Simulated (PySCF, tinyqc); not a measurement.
Inside a calculation (part 1 of 2). Method: RHF in the sto-3g basis, for CH2, spin multiplicity 1. The lowest restricted solution is unstable here: a spin-polarised one lies 0.0360 hartree lower (PySCF). Computed by tinyqc, a small Python program that keeps every step (integrals from PySCF). Settings: charge = 0, multiplicity = 1, basis = sto-3g, energy threshold = 1e-08, iteration cap = 89, orthogonalisation = symmetric, start = random, DIIS depth = 0, method = RHF. Command: `OMP_NUM_THREADS=1 python tinyqc.py 27156 27157 out.jsonl` (the two numbers bound the seeds that draw the settings). One thread of a shared host (Intel(R) Xeon(R) Processor @ 2.60GHz), about 0.07 s of CPU time with the checks. Later iterations appear only in the table of the cycle.

## One-electron integrals

Geometry (angstrom):
```
atom         x          y         z
C     0.000000   0.000000  0.000000
H     0.000000   0.988000  0.591000
H     0.000000  -0.988000  0.591000
```

Basis sto-3g: exponents (1/bohr^2) and contraction coefficients of normalised primitives:
```
element  l (shell)   exponent  coefficient
C            s (1)  71.616837     0.154329
C            s (1)  13.045096     0.535328
C            s (1)   3.530512     0.444635
C            s (2)   2.941249    -0.099967
C            s (2)   0.683483     0.399513
C            s (2)   0.222290     0.700115
C            p (3)   2.941249     0.155916
C            p (3)   0.683483     0.607684
C            p (3)   0.222290     0.391957
H            s (1)   3.425251     0.154329
H            s (1)   0.623914     0.535328
H            s (1)   0.168855     0.444635
```

Overlap, kinetic and nuclear-attraction integrals over the contracted functions; the nuclear repulsion is the sum of Za Zb / Rab.

nuclear repulsion = 5.78355511 hartree

overlap S, order 1C 1s, 1C 2s, 1C 2px, 1C 2py, 1C 2pz, 2H 1s, 3H 1s:
```
[[1.000000, 0.248362, 0.000000, 0.000000, 0.000000, 0.053984, 0.053984],
 [0.248362, 1.000000, 0.000000, 0.000000, 0.000000, 0.456080, 0.456080],
 [0.000000, 0.000000, 1.000000, 0.000000, 0.000000, 0.000000, 0.000000],
 [0.000000, 0.000000, 0.000000, 1.000000, 0.000000, 0.382316, -0.382316],
 [0.000000, 0.000000, 0.000000, 0.000000, 1.000000, 0.228693, 0.228693],
 [0.053984, 0.456080, 0.000000, 0.382316, 0.228693, 1.000000, 0.123990],
 [0.053984, 0.456080, 0.000000, -0.382316, 0.228693, 0.123990, 1.000000]]
```

kinetic energy T (hartree), order 1C 1s, 1C 2s, 1C 2px, 1C 2py, 1C 2pz, 2H 1s, 3H 1s:
```
[[15.891122, -0.085890, 0.000000, 0.000000, 0.000000, -0.011959, -0.011959],
 [-0.085890, 0.472250, 0.000000, 0.000000, 0.000000, 0.087973, 0.087973],
 [0.000000, 0.000000, 1.477728, 0.000000, 0.000000, 0.000000, 0.000000],
 [0.000000, 0.000000, 0.000000, 1.477728, 0.000000, 0.192998, -0.192998],
 [0.000000, 0.000000, 0.000000, 0.000000, 1.477728, 0.115447, 0.115447],
 [-0.011959, 0.087973, 0.000000, 0.192998, 0.115447, 0.760032, -0.009804],
 [-0.011959, 0.087973, 0.000000, -0.192998, 0.115447, -0.009804, 0.760032]]
```

nuclear attraction V (hartree), order 1C 1s, 1C 2s, 1C 2px, 1C 2py, 1C 2pz, 2H 1s, 3H 1s:
```
[[-34.572033, -4.420546, 0.000000, 0.000000, -0.015586, -0.977327, -0.977327],
 [-4.420546, -6.089488, 0.000000, 0.000000, -0.163755, -2.336755, -2.336755],
 [0.000000, 0.000000, -5.971375, 0.000000, 0.000000, 0.000000, 0.000000],
 [0.000000, 0.000000, 0.000000, -6.139738, 0.000000, -1.809274, 1.809274],
 [-0.015586, -0.163755, 0.000000, 0.000000, -6.031618, -1.118989, -1.118989],
 [-0.977327, -2.336755, 0.000000, -1.809274, -1.118989, -4.205500, -0.580570],
 [-0.977327, -2.336755, 0.000000, 1.809274, -1.118989, -0.580570, -4.205500]]
```

core Hamiltonian H = T + V (hartree), order 1C 1s, 1C 2s, 1C 2px, 1C 2py, 1C 2pz, 2H 1s, 3H 1s:
```
[[-18.680912, -4.506436, 0.000000, 0.000000, -0.015586, -0.989285, -0.989285],
 [-4.506436, -5.617238, 0.000000, 0.000000, -0.163755, -2.248781, -2.248781],
 [0.000000, 0.000000, -4.493647, 0.000000, 0.000000, 0.000000, 0.000000],
 [0.000000, 0.000000, 0.000000, -4.662009, 0.000000, -1.616276, 1.616276],
 [-0.015586, -0.163755, 0.000000, 0.000000, -4.553890, -1.003542, -1.003542],
 [-0.989285, -2.248781, 0.000000, -1.616276, -1.003542, -3.445468, -0.590373],
 [-0.989285, -2.248781, 0.000000, 1.616276, -1.003542, -0.590373, -3.445468]]
```

## Two-electron integrals

Functions are numbered as in S; the eight-fold symmetry (ij|kl) = (ji|kl) = (kl|ij) leaves the list below.

Two-electron integrals (ij|kl) in chemists' order, unique and non-zero (hartree):
```
(11|11) 3.541948    (21|11) 0.576921    (21|21) 0.111888    (22|11) 0.854682
(22|21) 0.205284    (22|22) 0.624709    (31|31) 0.020296    (32|31) 0.030858
(32|32) 0.137996    (33|11) 0.852436    (33|21) 0.205335    (33|22) 0.624568
(33|33) 0.672833    (41|41) 0.020296    (42|41) 0.030858    (42|42) 0.137996
(43|43) 0.036269    (44|11) 0.852436    (44|21) 0.205335    (44|22) 0.624568
(44|33) 0.600295    (44|44) 0.672833    (51|51) 0.020296    (52|51) 0.030858
(52|52) 0.137996    (53|53) 0.036269    (54|54) 0.036269    (55|11) 0.852436
(55|21) 0.205335    (55|22) 0.624568    (55|33) 0.600295    (55|44) 0.600295
(55|55) 0.672833    (61|11) 0.126190    (61|21) 0.024326    (61|22) 0.044551
(61|33) 0.044398    (61|41) 0.001277    (61|42) 0.002377    (61|44) 0.044748
(61|51) 0.000764    (61|52) 0.001422    (61|54) 0.000209    (61|55) 0.044523
(61|61) 0.005408    (62|11) 0.302036    (62|21) 0.073511    (62|22) 0.246062
(62|33) 0.240168    (62|41) 0.006008    (62|42) 0.041362    (62|44) 0.253022
(62|51) 0.003594    (62|52) 0.024742    (62|54) 0.007689    (62|55) 0.244767
(62|61) 0.016674    (62|62) 0.126933    (63|31) 0.007484    (63|32) 0.039440
(63|43) 0.008096    (63|53) 0.004843    (63|63) 0.015626    (64|11) 0.220602
(64|21) 0.054387    (64|22) 0.193034    (64|33) 0.183299    (64|41) 0.011360
(64|42) 0.069568    (64|44) 0.208923    (64|51) 0.002319    (64|52) 0.018022
(64|54) 0.010485    (64|55) 0.186674    (64|61) 0.012918    (64|62) 0.118291
(64|64) 0.123865    (65|11) 0.131959    (65|21) 0.032533    (65|22) 0.115469
(65|33) 0.109645    (65|41) 0.002319    (65|42) 0.018022    (65|44) 0.115288
(65|51) 0.008871    (65|52) 0.050220    (65|54) 0.011471    (65|55) 0.121350
(65|61) 0.007727    (65|62) 0.070759    (65|64) 0.064746    (65|65) 0.054355
(66|11) 0.451321    (66|21) 0.111724    (66|22) 0.424986    (66|33) 0.402404
(66|41) 0.011527    (66|42) 0.106374    (66|44) 0.451921    (66|51) 0.006895
(66|52) 0.063630    (66|54) 0.029620    (66|55) 0.420122    (66|61) 0.025718
(66|62) 0.276669    (66|64) 0.284837    (66|65) 0.170383    (66|66) 0.774606
(71|11) 0.126190    (71|21) 0.024326    (71|22) 0.044551    (71|33) 0.044398
(71|41) -0.001277   (71|42) -0.002377   (71|44) 0.044748    (71|51) 0.000764
(71|52) 0.001422    (71|54) -0.000209   (71|55) 0.044523    (71|61) 0.005236
(71|62) 0.015643    (71|64) 0.011029    (71|65) 0.007259    (71|66) 0.023645
(71|71) 0.005408    (72|11) 0.302036    (72|21) 0.073511    (72|22) 0.246062
(72|33) 0.240168    (72|41) -0.006008   (72|42) -0.041362   (72|44) 0.253022
(72|51) 0.003594    (72|52) 0.024742    (72|54) -0.007689   (72|55) 0.244767
(72|61) 0.015643    (72|62) 0.090654    (72|64) 0.060784    (72|65) 0.049142
(72|66) 0.154042    (72|71) 0.016674    (72|72) 0.126933    (73|31) 0.007484
(73|32) 0.039440    (73|43) -0.008096   (73|53) 0.004843    (73|63) 0.010423
(73|73) 0.015626    (74|11) -0.220602   (74|21) -0.054387   (74|22) -0.193034
(74|33) -0.183299   (74|41) 0.011360    (74|42) 0.069568    (74|44) -0.208923
(74|51) -0.002319   (74|52) -0.018022   (74|54) 0.010485    (74|55) -0.186674
(74|61) -0.011029   (74|62) -0.060784   (74|64) -0.031476   (74|65) -0.032309
(74|66) -0.095734   (74|71) -0.012918   (74|72) -0.118291   (74|74) 0.123865
(75|11) 0.131959    (75|21) 0.032533    (75|22) 0.115469    (75|33) 0.109645
(75|41) -0.002319   (75|42) -0.018022   (75|44) 0.115288    (75|51) 0.008871
(75|52) 0.050220    (75|54) -0.011471   (75|55) 0.121350    (75|61) 0.007259
(75|62) 0.049142    (75|64) 0.032309    (75|65) 0.036517    (75|66) 0.088597
(75|71) 0.007727    (75|72) 0.070759    (75|74) -0.064746   (75|75) 0.054355
(76|11) 0.073429    (76|21) 0.017931    (76|22) 0.062151    (76|33) 0.060503
(76|44) 0.062434    (76|51) 0.001456    (76|52) 0.010683    (76|55) 0.063454
(76|61) 0.003969    (76|62) 0.028699    (76|64) 0.023235    (76|65) 0.017583
(76|66) 0.058449    (76|71) 0.003969    (76|72) 0.028699    (76|74) -0.023235
(76|75) 0.017583    (76|76) 0.007958    (77|11) 0.451321    (77|21) 0.111724
(77|22) 0.424986    (77|33) 0.402404    (77|41) -0.011527   (77|42) -0.106374
(77|44) 0.451921    (77|51) 0.006895    (77|52) 0.063630    (77|54) -0.029620
(77|55) 0.420122    (77|61) 0.023645    (77|62) 0.154042    (77|64) 0.095734
(77|65) 0.088597    (77|66) 0.266813    (77|71) 0.025718    (77|72) 0.276669
(77|74) -0.284837   (77|75) 0.170383    (77|76) 0.058449    (77|77) 0.774606
```

## Orthogonalisation

S = U s U^T; symmetric (Loewdin) form X = U s^(-1/2) U^T, so that X^T S X = 1.

eigenvalues of S: [0.318055, 0.393786, 0.876289, 1.000000, 1.091219, 1.482224, 1.838427]

X, order 1C 1s, 1C 2s, 1C 2px, 1C 2py, 1C 2pz, 2H 1s, 3H 1s:
```
[[1.026921, -0.152166, 0.000000, 0.000000, -0.011193, 0.025426, 0.025426],
 [-0.152166, 1.256784, 0.000000, 0.000000, 0.113936, -0.313947, -0.313947],
 [0.000000, 0.000000, 1.000000, 0.000000, 0.000000, 0.000000, 0.000000],
 [0.000000, 0.000000, 0.000000, 1.163490, 0.000000, -0.271232, 0.271232],
 [-0.011193, 0.113936, 0.000000, 0.000000, 1.055827, -0.154376, -0.154376],
 [0.025426, -0.313947, 0.000000, -0.271232, -0.154376, 1.224081, -0.027373],
 [0.025426, -0.313947, 0.000000, 0.271232, -0.154376, -0.027373, 1.224081]]
```

## Starting guess

The start is random orthonormal orbitals; D = 2 C_occ C_occ^T.

D at the start, order 1C 1s, 1C 2s, 1C 2px, 1C 2py, 1C 2pz, 2H 1s, 3H 1s:
```
[[1.718943, -0.440165, 0.048423, -0.528492, -0.187954, 0.119514, 0.584199],
 [-0.440165, 1.432488, -0.158643, 1.353020, 0.652271, -1.847406, 0.134343],
 [0.048423, -0.158643, 0.651038, 0.180848, -0.968279, 0.019773, 0.213928],
 [-0.528492, 1.353020, 0.180848, 1.858972, -0.000392, -1.259638, 0.766808],
 [-0.187954, 0.652271, -0.968279, -0.000392, 1.619154, -0.786254, -0.466366],
 [0.119514, -1.847406, 0.019773, -1.259638, -0.786254, 3.318562, 0.358849],
 [0.584199, 0.134343, 0.213928, 0.766808, -0.466366, 0.358849, 1.139519]]
```

## Iteration 1: building the Fock matrix

J_ij = sum D_kl (ij|kl), K_ij = sum D_kl (ik|jl); F = H + J - 0.5 K; E = tr D H + tr D J / 2 - 0.25 tr D K + E_nn.

Coulomb J (hartree), order 1C 1s, 1C 2s, 1C 2px, 1C 2py, 1C 2pz, 2H 1s, 3H 1s:
```
[[10.307544, 2.026522, -0.004327, 0.049485, 0.021551, 0.446913, 0.438638],
 [2.026522, 4.849529, -0.022362, 0.326351, 0.178137, 2.110053, 1.846961],
 [-0.004327, -0.022362, 4.764591, 0.009975, -0.067973, -0.013162, -0.016998],
 [0.049485, 0.326351, 0.009975, 4.912811, 0.016171, 1.790678, -1.367638],
 [0.021551, 0.178137, -0.067973, 0.016171, 4.857338, 1.063168, 0.921836],
 [0.446913, 2.110053, -0.013162, 1.790678, 1.063168, 4.179140, 0.506376],
 [0.438638, 1.846961, -0.016998, -1.367638, 0.921836, 0.506376, 3.248025]]
```

exchange K (hartree), order 1C 1s, 1C 2s, 1C 2px, 1C 2py, 1C 2pz, 2H 1s, 3H 1s:
```
[[5.939647, 1.077427, 0.016915, -0.357568, -0.007088, 0.111718, 0.518390],
 [1.077427, 1.138048, -0.044194, 0.504913, 0.167347, 0.633191, 0.518131],
 [0.016915, -0.044194, 0.677192, 0.077961, -0.589615, -0.094650, -0.096485],
 [-0.357568, 0.504913, 0.077961, 0.972752, -0.058118, 0.598396, -0.035273],
 [-0.007088, 0.167347, -0.589615, -0.058118, 1.144307, 0.345821, 0.278859],
 [0.111718, 0.633191, -0.094650, 0.598396, 0.345821, 1.552262, 0.273342],
 [0.518390, 0.518131, -0.096485, -0.035273, 0.278859, 0.273342, 0.673370]]
```

Fock matrix F (hartree), order 1C 1s, 1C 2s, 1C 2px, 1C 2py, 1C 2pz, 2H 1s, 3H 1s:
```
[[-11.343191, -3.018629, -0.012785, 0.228269, 0.009508, -0.598232, -0.809842],
 [-3.018629, -1.336733, -0.000265, 0.073895, -0.069292, -0.455324, -0.660885],
 [-0.012785, -0.000265, -0.067652, -0.029006, 0.226835, 0.034163, 0.031245],
 [0.228269, 0.073895, -0.029006, -0.235574, 0.045230, -0.124796, 0.266275],
 [0.009508, -0.069292, 0.226835, 0.045230, -0.268705, -0.113284, -0.221136],
 [-0.598232, -0.455324, 0.034163, -0.124796, -0.113284, -0.042459, -0.220668],
 [-0.809842, -0.660885, 0.031245, 0.266275, -0.221136, -0.220668, -0.534128]]
```

total energy of this density = -31.91676692 hartree

## Iteration 1: diagonalisation and new density

Diagonalise F' = X^T F X, C = X C', fill 4 alpha and 4 beta electrons from the bottom; D = 2 C_occ C_occ^T. Each column has its largest component positive (the first on a tie).

F' = X^T F X (hartree):
```
[[-11.115558, -1.557598, -0.013965, 0.209732, 0.008550, -0.084414, -0.208615],
 [-1.557598, -0.573229, 0.006923, -0.000847, 0.043223, -0.258717, -0.353697],
 [-0.013965, 0.006923, -0.067652, -0.034540, 0.229514, 0.013571, -0.005816],
 [0.209732, -0.000847, -0.034540, -0.082024, 0.020965, -0.205286, 0.227082],
 [0.008550, 0.043223, 0.229514, 0.020965, -0.208358, -0.112193, -0.168818],
 [-0.084414, -0.258717, 0.013571, -0.205286, -0.112193, 0.272829, -0.092689],
 [-0.208615, -0.353697, -0.005816, 0.227082, -0.168818, -0.092689, -0.208379]]
```

orbital energies (hartree): [-11.352066, -0.702863, -0.408440, -0.273637, 0.036165, 0.264275, 0.454196]

coefficients C, order 1C 1s, 1C 2s, 1C 2px, 1C 2py, 1C 2pz, 2H 1s, 3H 1s:
```
[[0.994667, -0.203158, 0.121399, -0.033882, 0.097341, 0.132787, 0.074234],
 [0.019706, 0.622727, -0.489180, 0.242572, -0.502059, -0.759855, -0.544986],
 [0.001096, -0.111709, -0.475059, -0.270196, 0.751618, -0.351162, -0.024256],
 [-0.018124, -0.040065, -0.258624, 0.659340, 0.336900, 0.624849, -0.702392],
 [-0.000776, 0.225891, 0.678894, 0.352051, 0.302774, -0.591471, -0.313314],
 [-0.002963, 0.046950, -0.025247, 0.156766, 0.150295, 0.132136, 1.276032],
 [0.003554, 0.464725, 0.085803, -0.345687, 0.483289, 1.047002, -0.152011]]
```

D after iteration 1, order 1C 1s, 1C 2s, 1C 2px, 1C 2py, 1C 2pz, 2H 1s, 3H 1s:
```
[[2.093042, -0.349031, -0.049466, -0.127249, 0.047651, -0.041724, -0.137497],
 [-0.349031, 1.372629, 0.194609, 0.522289, -0.212101, 0.159111, 0.327280],
 [-0.049466, 0.194609, 0.622334, -0.101668, -0.885745, -0.071224, 0.001464],
 [-0.127249, 0.522289, -0.101668, 1.007099, 0.095013, 0.216129, -0.537598],
 [0.047651, -0.212101, -0.885745, 0.095013, 1.271729, 0.097315, 0.083053],
 [-0.041724, 0.159111, -0.071224, 0.216129, 0.097315, 0.054852, -0.069100],
 [-0.137497, 0.327280, 0.001464, -0.537598, 0.083053, -0.069100, 0.685686]]
```

## Iteration 2: building the Fock matrix

As before.

Coulomb J (hartree), order 1C 1s, 1C 2s, 1C 2px, 1C 2py, 1C 2pz, 2H 1s, 3H 1s:
```
[[11.609741, 2.243675, 0.008958, 0.010782, 0.003667, 0.490158, 0.488583],
 [2.243675, 5.177220, 0.045155, 0.011520, 0.058889, 2.016451, 2.055893],
 [0.008958, 0.045155, 5.108063, -0.008552, -0.064925, 0.002190, 0.006239],
 [0.010782, 0.011520, -0.008552, 5.225417, -0.020754, 1.571681, -1.624886],
 [0.003667, 0.058889, -0.064925, -0.020754, 5.181621, 0.949683, 0.987974],
 [0.490158, 2.016451, 0.002190, 1.571681, 0.949683, 3.448825, 0.513364],
 [0.488583, 2.055893, 0.006239, -1.624886, 0.987974, 0.513364, 3.701632]]
```

exchange K (hartree), order 1C 1s, 1C 2s, 1C 2px, 1C 2py, 1C 2pz, 2H 1s, 3H 1s:
```
[[7.207098, 1.257804, -0.000824, -0.002139, 0.000473, 0.286174, 0.283450],
 [1.257804, 1.714491, 0.117213, 0.156632, 0.029430, 0.780442, 0.848358],
 [-0.000824, 0.117213, 0.771501, -0.078630, -0.571820, -0.098688, -0.034540],
 [-0.002139, 0.156632, -0.078630, 1.435066, -0.023586, 0.589870, -0.675469],
 [0.000473, 0.029430, -0.571820, -0.023586, 1.267063, 0.284340, 0.364219],
 [0.286174, 0.780442, -0.098688, 0.589870, 0.284340, 0.758487, 0.198283],
 [0.283450, 0.848358, -0.034540, -0.675469, 0.364219, 0.198283, 1.249904]]
```

Fock matrix F (hartree), order 1C 1s, 1C 2s, 1C 2px, 1C 2py, 1C 2pz, 2H 1s, 3H 1s:
```
[[-10.674720, -2.891663, 0.009370, 0.011852, -0.012156, -0.642215, -0.642427],
 [-2.891663, -1.297264, -0.013451, -0.066796, -0.119581, -0.622552, -0.617067],
 [0.009370, -0.013451, 0.228665, 0.030763, 0.220985, 0.051534, 0.023509],
 [0.011852, -0.066796, 0.030763, -0.154125, -0.008961, -0.339530, 0.329125],
 [-0.012156, -0.119581, 0.220985, -0.008961, -0.005801, -0.196029, -0.197678],
 [-0.642215, -0.622552, 0.051534, -0.339530, -0.196029, -0.375887, -0.176151],
 [-0.642427, -0.617067, 0.023509, 0.329125, -0.197678, -0.176151, -0.368788]]
```

total energy of this density = -38.08371334 hartree

## Iteration 2: diagonalisation and new density

As before.

F' = X^T F X (hartree):
```
[[-10.441633, -1.553986, 0.011104, 0.025564, -0.027446, -0.083969, -0.073011],
 [-1.553986, -0.448580, -0.016713, -0.095935, 0.062332, -0.397312, -0.436968],
 [0.011104, -0.016713, 0.228665, 0.028192, 0.220099, 0.024441, 0.006057],
 [0.025564, -0.095935, 0.028192, 0.184516, -0.018747, -0.400892, 0.440626],
 [-0.027446, 0.062332, 0.220099, -0.018747, 0.095616, -0.208869, -0.220095],
 [-0.083969, -0.397312, 0.024441, -0.400892, -0.208869, 0.056009, -0.055604],
 [-0.073011, -0.436968, 0.006057, 0.440626, -0.220095, -0.055604, 0.080778]]
```

orbital energies (hartree): [-10.681472, -0.710330, -0.440797, -0.139070, 0.325064, 0.611590, 0.790386]

coefficients C, order 1C 1s, 1C 2s, 1C 2px, 1C 2py, 1C 2pz, 2H 1s, 3H 1s:
```
[[0.992588, -0.212873, -0.015658, 0.110137, 0.095975, 0.137887, 0.089413],
 [0.031524, 0.652287, 0.024915, -0.471778, -0.492772, -0.824564, -0.490275],
 [-0.000853, -0.051428, 0.031930, -0.486748, 0.837010, -0.239782, -0.036470],
 [-0.001292, 0.098673, -0.517353, -0.024012, -0.079286, -0.469849, 0.997912],
 [0.004389, 0.152582, 0.011541, 0.731138, 0.222972, -0.691519, -0.299380],
 [-0.006341, 0.311395, -0.383730, 0.155109, 0.414006, 1.065359, -0.347888],
 [-0.007391, 0.266221, 0.520926, 0.118726, 0.212223, 0.347320, 1.083362]]
```

D after iteration 2, order 1C 1s, 1C 2s, 1C 2px, 1C 2py, 1C 2pz, 2H 1s, 3H 1s:
```
[[2.085841, -0.319828, -0.088016, -0.033662, 0.104440, -0.098979, -0.118175],
 [-0.319828, 1.299335, 0.393719, 0.125522, -0.489963, 0.240362, 0.260772],
 [-0.088016, 0.393719, 0.481177, -0.019809, -0.726724, -0.207521, -0.109683],
 [-0.033662, 0.125522, -0.019809, 0.555938, -0.016953, 0.451068, -0.492150],
 [0.104440, -0.489963, -0.726724, -0.016953, 1.115994, 0.312926, 0.266809],
 [-0.098979, 0.240362, -0.207521, 0.451068, 0.312926, 0.536629, -0.197066],
 [-0.118175, 0.260772, -0.109683, -0.492150, 0.266809, -0.197066, 0.712775]]
```
